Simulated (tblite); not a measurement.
Compound: 1-piperideine, C5H9N.
SMILES with atom numbers: `[CH:1]1=[N:2][CH2:3][CH2:4][CH2:5][CH2:6]1` (hydrogens: H7 on C1; H8, H9 on C3; H10, H11 on C4; H12, H13 on C5; H14, H15 on C6)

Computed with GFN2-xTB (tblite), gas phase: Langevin dynamics at 400 K from the optimised GFN2-xTB geometry, time step 0.5 fs, friction 0.01 fs⁻¹, 2000 steps.

Start geometry:
```
atom  x, y, z in Å
C1      1.077    1.123    0.325
N2     -0.014    1.704    0.110
C3     -1.197    0.954   -0.214
C4     -1.118   -0.542    0.096
C5      0.210   -1.090   -0.417
C6      1.349   -0.355    0.285
H7      1.921    1.760    0.571
H8     -2.023    1.423    0.331
H9     -1.386    1.113   -1.282
H10    -1.959   -1.062   -0.366
H11    -1.177   -0.692    1.177
H12     0.277   -0.921   -1.495
H13     0.281   -2.165   -0.240
H14     2.303   -0.534   -0.217
H15     1.452   -0.708    1.316
```

The statistics below take the 31 frames saved every 25 fs from 250 to 1000 fs; their kinetic temperature (all 3N coordinates) averages 348 K.

Q: How do the bond lengths spread?

A: 
```
  bond  start (Å)  mean (Å)  standard deviation (Å)  shortest (Å)  longest (Å)
 C1=N2      1.255     1.256                   0.021         1.202        1.292
 N2–C3      1.438     1.439                   0.026         1.401        1.504
 C3–C4      1.530     1.527                   0.030         1.451        1.579
 C4–C5      1.526     1.545                   0.035         1.475        1.617
 C5–C6      1.527     1.519                   0.034         1.459        1.594
 C1–C6      1.503     1.525                   0.030         1.460        1.572
 C1–H7      1.086     1.095                   0.032         1.052        1.150
 C3–H8      1.094     1.103                   0.026         1.030        1.143
 C3–H9      1.096     1.099                   0.029         1.037        1.171
C4–H10      1.091     1.090                   0.028         1.033        1.146
C4–H11      1.093     1.100                   0.041         1.031        1.202
C5–H12      1.093     1.094                   0.029         1.040        1.160
C5–H13      1.092     1.095                   0.032         1.027        1.189
C6–H14      1.092     1.093                   0.027         1.042        1.166
C6–H15      1.095     1.097                   0.034         1.038        1.180
```

Q: Give the same statistics for bond angles, one of each kind among heavy atoms.

A: 
```csv
angle,start (°),mean (°),standard deviation (°),smallest (°),largest (°)
N2–C1–C6,127.5,126.6,2.8,121.4,132.2
C1–N2–C3,120.8,121.1,2.5,115.6,125.5
N2–C3–C4,114.9,114.6,2.9,108.3,120.3
C3–C4–C5,109.1,108.7,2.6,102.5,113.3
C4–C5–C6,108.8,108.8,2.9,104.3,115.0
C1–C6–C5,110.5,110.1,2.4,105.3,114.0
```

Q: How widely does the potential energy scatter, against a harmonic estimate?

A: Mean 0.57 eV above the start, standard deviation 0.106 eV, range 0.37 to 0.84 eV. For 39 classical harmonic modes at 400 K the canonical values are 39kT/2 = 0.67 eV and kT·√(39/2) = 0.152 eV.

The run is classical and short, so these are rough statistics of one trajectory.

What follows is the cost of the whole dynamics run. The run took 8.7 s of wall time on one thread of an Arm Neoverse V1, no GPU, shared host, and the process peaked at 0.19 GiB of memory.
